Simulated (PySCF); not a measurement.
## Bond curve of MgP

Set-up: basis Mg def2-TZVP, P def2-TZVP; no relativity; PySCF 2.14. Energies in eV from Mg + P in their ground configurations at the same level. State: ⁴Σ⁻ (quartet), unpaired electrons σ ↑, π ↑↑.

All columns are PBE0. A positive dipole means Mg(−)P(+).

| R (Å) | E (eV) | μ (D) | Mulliken charge on Mg (basis-dependent) | HOMO (eV) | LUMO (eV) | Mayer bond order | ⟨S²⟩ |
| --- | --- | --- | --- | --- | --- | --- | --- |
| 2.187 | -0.362 | -1.21 | 0.30 | -4.81 | -3.19 | 1.04 | 3.76 |
| 2.289 | -0.636 | -1.43 | 0.30 | -4.89 | -3.04 | 1.02 | 3.76 |
| 2.390 | -0.783 | -1.63 | 0.30 | -4.96 | -2.91 | 0.99 | 3.76 |
| 2.467 | -0.833 | -1.77 | 0.30 | -5.01 | -2.82 | 0.96 | 3.76 |
| 2.543 | -0.845 | -1.90 | 0.30 | -5.06 | -2.74 | 0.94 | 3.76 |
| 2.619 | -0.830 | -2.00 | 0.30 | -5.11 | -2.67 | 0.91 | 3.76 |
| 2.721 | -0.781 | -2.10 | 0.29 | -5.17 | -2.59 | 0.87 | 3.77 |
| 2.848 | -0.693 | -2.17 | 0.27 | -5.24 | -2.58 | 0.81 | 3.77 |
| 3.001 | -0.572 | -2.15 | 0.24 | -5.32 | -2.65 | 0.73 | 3.78 |
| 3.204 | -0.419 | -1.97 | 0.19 | -5.41 | -2.71 | 0.60 | 3.78 |

A fit through these points gives, at Re = 2.535 Å, μ = -1.88 D and dμ/dR = -1.53 D/Å; the reduced mass is 13.52 u.

Task: How strong is the fundamental in the double-harmonic approximation, I = 42.26·(dμ/dR)²/μred km/mol?

Result: I = 42.26·(-1.53)²/13.52 = 7.32 km/mol at PBE0.

The state was picked by a PBE0 search and need not be the measured ground state.
